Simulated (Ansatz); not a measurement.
Results of LDA in Ansatz (PAW) for fluorite CdF2.

Run with plane-wave cutoff 520 eV, 8×8×8 k mesh, scalar-relativistic PAW data made under PBE.

Computed at the level's own relaxed cell.

Predict the elastic constant C11, Young modulus, elastic constant C44, polycrystal shear modulus (Hill average) and elastic constant C12.


elastic constant C11: 205 GPa
Young modulus: 98.0 GPa
elastic constant C44: 25.4 GPa
polycrystal shear modulus (Hill average): 35.7 GPa
elastic constant C12: 87.9 GPa

Elastic constants are with the ions relaxed.

Static lattice: no zero-point or thermal effects.

It cost roughly 60 core-seconds of CPU time.

Ansatz is a quantum-chemistry and plane-wave program.
